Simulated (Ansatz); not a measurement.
**MgSiH2 (quintet): from Hartree-Fock to the top rungs, def2-TZVPP**

An exercise on one series of results from a longer session: the logs are not shown, and one member is left open.

The runs use Ansatz 0.2.0, Gaussian basis; def2-TZVPP, core rule «outside noble gas», up to 10 orbitals frozen.

The runs, in order: UHF; ROHF; CCSD(T) on UHF.

2 further runs of the same task are left out: 2 set aside as unsound or not needed.

### The geometry

The geometry is a PBE0/def2-TZVP stationary point (not a proven minimum) of the parent state, kept for this charge and spin.

4 atoms, charge 0, spin multiplicity 5.

Atoms are counted from 1 here; the program's logs count them from 0.

Bond lengths: Si1–Mg2 2.503 Å, Si1–H3 1.500 Å, Mg2–H4 1.699 Å. Angles: Mg2–Si1–H3 130.3°, Si1–Mg2–H4 174.9°.

The first run:

Contents of in.yaml:

```yaml
crystal:
  periodic: [false, false, false]
  atoms:
    - {symbol: Si, position_ang: [0.000000, -0.083222, 1.175157]}
    - {symbol: Mg, position_ang: [0.000000, 0.054627, -1.324126]}
    - {symbol: H, position_ang: [0.000000, 1.006015, 2.206323]}
    - {symbol: H, position_ang: [0.000000, -0.004351, -3.021832]}
basis:
  gaussian: {orbitals: def2-TZVPP}
magnetization: {spin_polarized: true, initial_magnetization: 4}
hamiltonian: {xc: hf}
output: {orbitals: {seedname: orbitals}}
```

Run with:

```
$ ansatz run in.yaml --threads 1 --pin off --events-out ev --progress --plain --max-ram 2816MiB --backend cpu
```

Among the steps run: UHF; ROHF; CCSD(T) on UHF.

One table of the session follows, with a row left open; its other results are not shown here.

It belongs to the step «Misses and costs». 

```
  method  from UCCSD(T) (meV)
    ROHF              +3867.9
     UHF              +3775.5
    UMP2                    ?
   UCCSD               +147.7
UCCSD(T)                    0
```

Estimate the missing values for UMP2.

**Answer.** from UCCSD(T) (meV): +1007.0. In the column «from UCCSD(T) (meV)» it lies between UCCSD (+147.7) and UHF (+3775.5).
